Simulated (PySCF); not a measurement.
C₄H₅FO.
Bonds: O1–C2 (double), C2–F3, C2–C4, C4–C5, C5–C6, C4–C6. Hydrogens: H7 on C4; H8, H9 on C5; H10, H11 on C6.

Probes without a nucleus sit at each ring's centroid and 1 Å off its mean plane on both sides; NICS is minus the shielding there, NICSzz its component along the normal. Level: GIAO PBE0/pcSseg-1 (PySCF, non-relativistic, gas phase) on the GFN2-xTB geometry, one conformer.

Ring bond lengths (Å), with Mayer bond orders in brackets: C4–C5 1.515 (0.91), C5–C6 1.481 (0.99), C6–C4 1.515 (0.91).

**Question.** Give the NICS values of each ring in ppm.

**Answer.** 
```json
{"ring": "C4–C5–C6", "type": "3-membered carbocycle; formal bonds all single", "NICS(0)": "-45.0", "NICS(1), two faces": "-8.8 / -8.3", "NICS(1)zz, two faces": "-24.7 / -23.6", "rms pucker (Å)": "0.00", "centre to ring atoms, mean (Å)": "0.87"}
```

**Question.** What do they say, and how far can they be read as aromaticity?

**Answer.** 
- C4–C5–C6: mean NICS(1)zz -24.2 ppm, shielded. C4, C5, C6 have four or more neighbours, and the NICS criterion for π rings isn't applied. NICS(0) lies 36 ppm below the mean NICS(1).

**Question.** At the second NICS(1) probe listed for ring C4–C5–C6, 1 Å off the ring, what do the in-plane components average?

**Answer.** The isotropic value is a third of the trace: (3 × -8.3 − (-23.6))/2 = -0.7 ppm.

**Question.** List the ring angles and the Hirshfeld charges of the ring atoms.

**Answer.** 
- C4–C5–C6: C4 58.5° (-0.052 e), C5 60.7° (-0.069 e), C6 60.8° (-0.069 e); sum 180.0° against 180° for a flat convex ring.

The values belong to the conformer `[O:1]=[C:2]([F:3])[CH:4]1[CH2:5][CH2:6]1`: O1–C2–C4–C5 34°.
